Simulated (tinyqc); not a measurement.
RHF in the sto-3g basis, for H3O+, spin multiplicity 1, step by step. One step of it, computed by the program tinyqc.

Question. Iteration 1: diagonalisation and new density. Diagonalise F' = X^T F X, C = X C', fill 5 alpha and 5 beta electrons from the bottom; D = 2 C_occ C_occ^T. Each column has its largest component positive (the first on a tie).

Fock matrix F (hartree), lower triangle:
```
             1O 1s      1O 2s     1O 2px     1O 2py     1O 2pz      2H 1s      3H 1s      4H 1s
1O 1s   -22.892233
1O 2s    -5.661447  -3.632813
1O 2px   -0.312829  -0.190308  -1.374233
1O 2py    0.254065   0.016786  -0.032675  -1.678937
1O 2pz    0.252141   0.024940   0.097436   0.204173  -1.493885
2H 1s    -0.792846  -1.081626  -0.552029  -0.010027   0.089317  -0.934969
3H 1s    -0.702063  -0.907951   0.110680  -0.474800   0.061481  -0.243349  -0.730604
4H 1s    -0.815416  -0.866922   0.140154   0.388105  -0.010758  -0.284714  -0.192013  -0.694887
```

X, lower triangle:
```
            1O 1s      1O 2s     1O 2px     1O 2py    1O 2pz      2H 1s      3H 1s     4H 1s
1O 1s    1.023946
1O 2s   -0.138719   1.167689
1O 2px   0.000005  -0.000050   1.064217
1O 2py   0.000000   0.000000   0.000000   1.064234
1O 2pz   0.002787  -0.025453   0.000010   0.000000  1.004445
2H 1s    0.016554  -0.182480  -0.183932   0.000000  0.031987   1.097483
3H 1s    0.016560  -0.182589   0.092020  -0.159352  0.032012  -0.037836   1.097573
4H 1s    0.016560  -0.182589   0.092020   0.159352  0.032012  -0.037836  -0.037868  1.097573
```

Give: F' = X^T F X; orbital energies; coefficients C; D after iteration 1.

Answer.

F' = X^T F X (hartree), lower triangle:
```
         1       2       3       4       5       6       7       8
1  -22.528
2   -2.723  -2.585
3   -0.315  -0.103  -1.320
4    0.254   0.007  -0.037  -1.635
5    0.262  -0.001   0.087   0.203  -1.499
6   -0.040  -0.411  -0.243  -0.004   0.012  -0.624
7   -0.079  -0.290   0.010  -0.206  -0.021  -0.011  -0.478
8   -0.136  -0.216   0.045   0.123  -0.040  -0.081  -0.034  -0.478
```

orbital energies (hartree): MO1 -22.907, MO2 -2.392, MO3 -1.824, MO4 -1.417, MO5 -1.300, MO6 -0.507, MO7 -0.440, MO8 -0.360

coefficients C:
```
           MO1     MO2     MO3     MO4     MO5     MO6     MO7     MO8
1O 1s    0.996  -0.255   0.016  -0.010   0.042   0.070   0.041   0.050
1O 2s    0.015   1.026  -0.059  -0.049  -0.200  -0.421  -0.341  -0.303
1O 2px   0.016   0.086   0.170   0.637   0.710  -0.339   0.300  -0.180
1O 2py  -0.012   0.055   0.819  -0.504   0.275   0.224  -0.023  -0.360
1O 2pz  -0.012   0.013  -0.559  -0.540   0.637   0.043   0.000   0.001
2H 1s   -0.007   0.057  -0.020   0.070   0.084   0.934  -0.327   0.530
3H 1s    0.000  -0.025  -0.009  -0.033   0.094  -0.305   0.691   0.834
4H 1s   -0.001  -0.055   0.021  -0.022   0.075   0.536   0.813  -0.565
```

D after iteration 1, lower triangle:
```
         1O 1s   1O 2s  1O 2px  1O 2py  1O 2pz  2H 1s  3H 1s  4H 1s
1O 1s    2.119
1O 2s   -0.510   2.197
1O 2px   0.040  -0.190   1.892
1O 2py   0.007  -0.046   0.036   2.006
1O 2pz   0.015  -0.110   0.030  -0.019   2.021
2H 1s   -0.037   0.079   0.211  -0.051   0.056  0.031
3H 1s    0.021  -0.085   0.084   0.068   0.165  0.009  0.021
4H 1s    0.033  -0.144   0.077   0.092   0.094  0.002  0.018  0.019
```
